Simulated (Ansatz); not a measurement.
CHF, SMILES [CH]F, a relaxed scan of one distance

Computed with the Python package of Ansatz (0.2.0).

Notebook, run cell by cell (the value of a cell's last expression is shown):

In [1]:
```python
import ansatz as az
import numpy as np
```

In [2]:
```python
GEOMETRY = """
C    -0.12813   -0.35919   -0.10637
F     0.96961   -0.01128    0.53017
H    -0.84147    0.37047   -0.42380
"""
```

In [3]:
```python
molecule = az.Crystal.molecule()
for line in GEOMETRY.strip().splitlines():
    symbol, *xyz = line.split()
    molecule = molecule.atom(symbol, [float(v) for v in xyz])
```

In [4]:
```python
calculation = (
    molecule.calculation()
    .basis(gaussian="def2-SVP")
    .functional("hf")
)
symbols = [site.symbol for site in molecule.cartesian_sites]
pairs = [(0, 1), (0, 2)]
print("held (A)   E (eV)        ", "  ".join(f"{symbols[i]}{i}-{symbols[j]}{j}" for i, j in pairs))
for length in [1.21, 1.32, 1.42, 1.58, 1.78]:
    r = calculation.relax(constraints=[az.DistanceConstraint((0, 1), at=length)], force_tolerance=0.02, max_steps=60).run().report
    xyz = np.array(r["positions_ang"])
    print(f"{length:6.2f} {r['free_energy_ev']:14.5f}  ", "  ".join(f"{np.linalg.norm(xyz[i] - xyz[j]):.3f}" for i, j in pairs))
```
```text
held (A)   E (eV)         C0-F1  C0-H2
DeckWarning: relax.constraints: the input's atoms, or those drawn, lie off the distances that are held; a relaxation that starts there is brought onto them ahead of its first SCF, by positions alone, an atom by 5.29e-2 Å at the most. With the symmetry detection on, the symmetry is detected on the input's atoms as so [...]
  1.21    -3745.36068   1.210  1.116
  1.32    -3745.48285   1.320  1.107
  1.42    -3745.15774   1.420  1.102
  1.58    -3744.28738   1.580  1.099
  1.78    -3743.06658   1.780  1.098
```

Reading the output:
- The settings weren't tested for convergence.
- Warnings are shown shortened and without file and line.
- The energies are electronic: no zero-point or thermal terms, and the basis set is short of its limit.
- Hardware and time: 6.5 s on 1 thread of Arm Neoverse V1 (shared host), peak memory 0.16 GiB.
